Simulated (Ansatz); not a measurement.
# [BCl2]+ (SMILES Cl[B+]Cl): CCSDT(Q)/STO-3G

Aim: the vertical singlet–triplet gap of [BCl2]+ at CCSDT(Q)/STO-3G, from 2 runs. 

The calculation is run with Ansatz 0.2.0.

6 further runs of the same task are left out: 6 that didn't finish.

**1. Starting point**

The species is [BCl2]+ (3 atoms), meant as a singlet with charge +1. SMILES: `Cl[B+]Cl`. The coordinates come from a GFN2-xTB relaxation.

Bond lengths: Cl1–B2 1.572 Å, B2–Cl3 1.572 Å. Angles: Cl1–B2–Cl3 179.8°.

**2. The energy at CCSDT(Q)/STO-3G**

Contents of job.yaml:

```yaml
basis:
  gaussian:
    orbitals: STO-3G
crystal:
  periodic: [false, false, false]
  atoms:
    - {symbol: Cl, position_ang: [-1.238380, 0.766480, -0.591300]}
    - {symbol: B, position_ang: [0.000740, 0.001360, 0.000550]}
    - {symbol: Cl, position_ang: [1.237640, -0.767840, 0.590740]}
total_charge: 1
correlation:
  method: ccsdt_q
  frozen_orbitals: {B: 1, Cl: 5}
scf:
  omitted_lower_state_checks: [cluster_reference, increment]
accuracy: high
```

The run is started by

```bash
ansatz run job.yaml --threads 1 --pin off --max-ram 2610MiB --events-out events.jsonl --progress --plain --runs-dir runs
```

The log of the run, shortened:

```text
Warning: RAYON_NUM_THREADS=1 ignored (pool sized by the plan → 1); use --threads N
Functional definition: HF
  name "HF"
[...]
399 factors; integrals over basis functions are off by at most 2.4e-8 eV
[...]
mean field -25395.56102525 eV, -933.2696539484 hartree, gradient 7.4e-8 eV, S^2 0.000000; 0 other end points of the search recorded, 0 dependent functions left out
11 core orbitals not correlated: weight in the atoms' cores, before any rotation towards them, 1.000 or more for the frozen orbitals, at most 0.000 for the correlated occupied ones
reference -25395.56102525 eV, -933.2696539484 hartree; 8, 8 occupied and 4, 4 virtual orbitals, 399 factors
second order -2.05661834 eV of doubles, -0.00000000 eV of singles
cycle   1  -2.08502023 eV  change   -2.8e-2 eV  update   1.0e-1
[...]
cycle  20  -2.43875423 eV  change   -2.0e-9 eV  update  9.0e-10
perturbative correction 0.00377844 eV, 0.0001388549 hartree
Total energy: -25397.99600104 eV, -933.3591376582 hartree
Checks for a lower state left out: cluster_reference, increment
```

Wall time 0.46 s (1 thread of Arm Neoverse V2, shared host).

**3. The triplet, same level**

Contents of molecule.yaml:

```yaml
crystal:
  periodic: [false, false, false]
  atoms:
    - {symbol: Cl, position_ang: [-1.238380, 0.766480, -0.591300]}
    - {symbol: B, position_ang: [0.000740, 0.001360, 0.000550]}
    - {symbol: Cl, position_ang: [1.237640, -0.767840, 0.590740]}
basis:
  gaussian: {orbitals: STO-3G}
accuracy: high
scf: {omitted_lower_state_checks: [cluster_reference, increment]}
magnetization: {spin_polarized: true, initial_magnetization: 2}
total_charge: 1
correlation: {method: ccsdt_q, frozen_orbitals: {B: 1, Cl: 5}}
```

The run is started by

```bash
ansatz run molecule.yaml --threads 1 --pin off --max-ram 2610MiB --events-out events.jsonl --progress --plain --runs-dir runs
```

The log of the run, shortened:

```text
Warning: RAYON_NUM_THREADS=1 ignored (pool sized by the plan → 1); use --threads N
[... 2 set-up lines as earlier in the session ...]
[...]
399 factors; integrals over basis functions are off by at most 2.4e-8 eV
[...]
mean field -25388.20491315 eV, -932.9993218150 hartree, gradient 1.0e-11 eV, S^2 2.008854; 22 other end points of the search recorded, 0 dependent functions left out
11 core orbitals not correlated: weight in the atoms' cores, before any rotation towards them, 1.000 or more for the frozen orbitals, at most 0.000 for the correlated occupied ones
reference -25388.20491315 eV, -932.9993218150 hartree; 9, 7 occupied and 3, 5 virtual orbitals, 399 factors
second order -1.31540329 eV of doubles, -0.00000000 eV of singles
cycle   1  -1.50668057 eV  change   -1.9e-1 eV  update   9.2e-2
[...]
cycle  50  -2.06773972 eV  change  -2.8e-10 eV  update  1.9e-10
perturbative correction -0.01287450 eV, -0.0004731290 hartree
WARN: these amplitudes may be one of several solutions (largest doubles amplitude 0.67, level shift 0.00 eV)
Total energy: -25390.28552737 eV, -933.0757829773 hartree
Checks for a lower state left out: cluster_reference, increment
```

Run time: 5.1 s. Hardware: 1 thread of Arm Neoverse V2, shared host; peak memory 0.15 GiB.

**4. What came out**

Level: CCSDT(Q)/STO-3G, 11 core orbitals frozen.

```
                                             quantity          value
                                singlet: total energy  -933.35914 Eh
singlet: correlation energy (11 core orbitals frozen)      -89.5 mEh
                               singlet: T1 diagnostic          0.016
                                triplet: total energy  -933.07578 Eh
triplet: correlation energy (11 core orbitals frozen)      -76.5 mEh
           triplet: ⟨S²⟩ of the reference determinant          2.009
                               triplet: T1 diagnostic          0.072
     vertical energy of the triplet above the singlet       7.710 eV
```

In words: At this shape the triplet lies 7.71 eV (178 kcal/mol) above the singlet. In a minimal basis such a difference can be off by several eV, whatever the method. The T1 diagnostic (triplet) of 0.072 is above the customary mark for such species, so a single reference may not serve.
